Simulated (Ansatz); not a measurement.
Relaxation of C$_{3}$H$_{7}$N (11 atoms, charge 0, multiplicity 1), to a largest force component of 0.02 eV/Å in at most 50 steps.

Method: Ansatz, RKS PBE/def2-SVP.

```xyz
11
Properties=species:S:1:pos:R:3
C -0.546 0.550 -0.338
C -0.626 -0.522 0.705
N 0.824 -0.585 0.598
C 0.829 -0.005 -0.758
H -1.382 0.561 -1.121
H -0.521 1.621 0.067
H -0.982 -0.232 1.692
H 0.819 -1.620 0.700
H 1.329 0.055 1.311
H 1.543 0.700 -0.992
H 0.681 -0.777 -1.519
```

**Question.** Where does it end, and by what steps?

**Answer.** The forces met the threshold. After 7 steps the energy has fallen by 1.019 eV; H8 moved furthest, 0.40 Å.

| step | energy less start (eV) | largest force component (eV/Å) | accepted |
| --- | --- | --- | --- |
| 0 | 0.0000 | 3.503 | yes |
| 1 | -0.7780 | 1.125 | yes |
| 2 | -0.9883 | 0.891 | yes |
| 3 | -1.0135 | 0.219 | yes |
| 4 | -1.0178 | 0.072 | yes |
| 5 | -1.0186 | 0.032 | yes |
| 6 | -1.0189 | 0.029 | yes |
| 7 | -1.0190 | 0.009 | yes |

```xyz
11
Properties=species:S:1:pos:R:3
C -0.628 0.616 -0.345
C -0.738 -0.528 0.662
N 0.783 -0.621 0.647
C 0.715 -0.023 -0.739
H -1.396 0.692 -1.144
H -0.436 1.663 0.038
H -1.124 -0.308 1.680
H 1.209 -1.559 0.737
H 1.378 0.027 1.253
H 1.589 0.625 -0.967
H 0.617 -0.839 -1.476
```

The run took 13 s on 2 threads of Intel(R) Xeon(R) Platinum 8259CL CPU @ 2.50GHz (Skylake/Cascade Lake), with other jobs on the host, peak memory 0.18 GiB.
